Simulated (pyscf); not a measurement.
Thermochemistry of product channels of H₃C–CH₂–SiH₃ + Cl atom (Cl•) on the doublet surface, in kJ/mol, from ωB97M-D3(BJ)/def2-TZVP energies (ideal gas, 1 atm, RRHO with modes under 100 cm⁻¹ raised to 100, one conformer, R ln 2 for rigid chiral ones). Optimised with ωB97X-D3(BJ)/def2-SVP in PySCF.

```csv
products,ΔE,ΔH(298 K),ΔG(298 K),ΔG(1200 K)
H₃C–CH₂–SiH•–Cl + hydrogen (H₂),-118.3,-127.4,-129.3,-141.3
methyl (CH₃•) + H₃C–SiH₂–Cl,-136.4,-146.7,-157.7,-192.8
```

These are energies of the channels, which say nothing of barriers. H₃C–CH₂–SiH₃ lies 53.6 kJ/mol over its isomer H₃C–SiH₂–CH₃, and others may lie lower still (electronic energy, ωB97M-D3(BJ)). H₃C–CH₂–SiH•–Cl lies 57.7 kJ/mol over its isomer H₃C–Si•(CH₃)–Cl, and others may lie lower still (electronic energy, ωB97M-D3(BJ)). Left out: orbital degeneracy and the spin-orbit lowering of Cl.
